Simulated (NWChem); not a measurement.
Everything below was run with NWChem. System: CH₂O₂, charge -1, spin multiplicity 2, at the geometry of a parent with another charge or spin, in a state set for the comparison that need not be this species' ground state. Its SCF solution wasn't tested for a lower state.

Input file:

```
start mol
memory heap 200 mb stack 800 mb global 1000 mb
charge -1
geometry units angstroms nocenter noautoz
  O      0.744122     0.827576     0.000000
  C      0.177284    -0.377620     0.000000
  O     -1.000647    -0.584248     0.000000
  H      0.024469     1.480561     0.000000
  H      0.964025    -1.161465     0.000000
  symmetry group Cs
end
basis spherical
  * library def2-tzvpd
end
dft
  xc xpbe96 cpbe96
  odft
  mult 2
  semidirect memsize 60000000 filesize 0
  iterations 100
end
task dft energy
```

The output up to the point where the run's verdict is printed (cleaned and shortened):

```
             Northwest Computational Chemistry Package (NWChem) 7.3.0
             --------------------------------------------------------

                                NWChem Input Module
                                -------------------

 Scaling coordinates for geometry "geometry" by  1.889725989
 (inverse scale =  0.529177249)

 Turning off AUTOSYM since
 SYMMETRY directive was detected!

                             Geometry "geometry" -> ""
                             -------------------------

 Output coordinates in angstroms (scale by  1.889725989 to convert to a.u.)

  No.       Tag          Charge          X              Y              Z
 ---- ---------------- ---------- -------------- -------------- --------------
    1 O                    8.0000     0.74412200     0.82757600     0.00000000
    2 C                    6.0000     0.17728400    -0.37762000     0.00000000
    3 O                    8.0000    -1.00064700    -0.58424800     0.00000000
    4 H                    1.0000     0.02446900     1.48056100     0.00000000
    5 H                    1.0000     0.96402500    -1.16146500     0.00000000

 Effective nuclear repulsion energy (a.u.)      70.5269706105

            Nuclear Dipole moment (a.u.)
            ----------------------------
        X                 Y               Z
 ---------------- ---------------- ----------------
    -0.0000037795     0.0000000000     0.0000000000

      Symmetry information
      --------------------

 Group name             Cs
 Group number              2
 Group order               2
 No. of unique centers     5

      Symmetry unique atoms

     1    2    3    4    5


 Summary of "ao basis" -> "" (spherical)
 ------------------------------------------------------------------------------
       Tag                 Description            Shells   Functions and Types
 ---------------- ------------------------------  ------  ---------------------
 *                         def2-tzvpd                 on all atoms

  pbe96 is a nonlocal functional; adding pw91lda local functional.

                                 NWChem DFT Module
[...]
 d= 0,ls=0.5,diis    75   -189.5763817773 -2.59D-05  1.43D-04  6.91D-04    61.5
                                                     1.03D-05  5.98D-04
 d= 0,ls=0.5,diis    76   -189.5764835129 -1.02D-04  1.32D-04  5.62D-04    62.2
                                                     1.15D-05  4.77D-04
 d= 0,ls=0.5,diis    77   -189.5765348534 -5.13D-05  1.15D-04  5.25D-04    63.0
                                                     3.32D-05  4.48D-04
 d= 0,ls=0.5,diis    78   -189.5765212661  1.36D-05  1.18D-04  5.93D-04    63.8
                                                     1.58D-05  5.21D-04
 d= 0,ls=0.5,diis    79   -189.5765673817 -4.61D-05  1.27D-04  5.49D-04    64.5
                                                     7.65D-06  4.81D-04
 d= 0,ls=0.5,diis    80   -189.5766451169 -7.77D-05  1.12D-04  4.53D-04    65.3
                                                     1.71D-05  3.90D-04
 d= 0,ls=0.5,diis    81   -189.5766637315 -1.86D-05  1.31D-04  4.59D-04    65.9
                                                     1.12D-05  4.01D-04
 d= 0,ls=0.5,diis    82   -189.5767418986 -7.82D-05  1.27D-04  3.60D-04    66.6
                                                     5.21D-06  3.06D-04
 d= 0,ls=0.5,diis    83   -189.5767929947 -5.11D-05  1.20D-04  3.10D-04    67.3
                                                     3.46D-06  2.61D-04
 d= 0,ls=0.5,diis    84   -189.5768288384 -3.58D-05  1.15D-04  2.83D-04    68.1
                                                     1.59D-06  2.37D-04
 d= 0,ls=0.5,diis    85   -189.5768621550 -3.33D-05  1.10D-04  2.58D-04    68.9
                                                     2.19D-06  2.16D-04
 d= 0,ls=0.5,diis    86   -189.5768907609 -2.86D-05  1.06D-04  2.39D-04    69.8
                                                     1.31D-06  1.98D-04
 d= 0,ls=0.5,diis    87   -189.5769180183 -2.73D-05  9.09D-05  2.20D-04    70.6
                                                     2.50D-05  1.80D-04
 d= 0,ls=0.5,diis    88   -189.5768989237  1.91D-05  8.48D-05  2.77D-04    71.4
                                                     1.34D-05  2.38D-04
 d= 0,ls=0.5,diis    89   -189.5769060412 -7.12D-06  7.91D-05  2.83D-04    72.2
                                                     1.19D-05  2.44D-04
 d= 0,ls=0.5,diis    90   -189.5769147180 -8.68D-06  7.59D-05  2.85D-04    72.8
                                                     1.16D-05  2.45D-04
 d= 0,ls=0.5,diis    91   -189.5769246288 -9.91D-06  7.30D-05  2.83D-04    73.4
                                                     7.34D-06  2.44D-04
 d= 0,ls=0.5,diis    92   -189.5769406541 -1.60D-05  7.24D-05  2.70D-04    74.2
                                                     6.68D-06  2.32D-04
 d= 0,ls=0.5,diis    93   -189.5769576177 -1.70D-05  6.93D-05  2.55D-04    74.9
                                                     1.29D-05  2.19D-04
 d= 0,ls=0.5,diis    94   -189.5769618631 -4.25D-06  6.77D-05  2.60D-04    75.6
                                                     8.57D-06  2.26D-04
 d= 0,ls=0.5,diis    95   -189.5769735802 -1.17D-05  6.59D-05  2.52D-04    76.4
                                                     5.33D-06  2.18D-04
 d= 0,ls=0.5,diis    96   -189.5769888938 -1.53D-05  6.84D-05  2.37D-04    77.2
                                                     1.41D-05  2.05D-04
 d= 0,ls=0.5,diis    97   -189.5769925108 -3.62D-06  7.11D-05  2.41D-04    77.9
                                                     5.30D-06  2.12D-04
 d= 0,ls=0.5,diis    98   -189.5770197906 -2.73D-05  6.53D-05  2.04D-04    78.7
                                                     4.38D-06  1.77D-04
 d= 0,ls=0.5,diis    99   -189.5770333946 -1.36D-05  5.71D-05  1.92D-04    79.4
                                                     9.72D-06  1.67D-04
 d= 0,ls=0.5,diis   100   -189.5770316223  1.77D-06  5.48D-05  2.05D-04    80.2
                                                     2.01D-05  1.81D-04
```

Convergence was not reached. The next line reads: Calculation failed to converge. NWChem stopped with the message: dft energy failed.
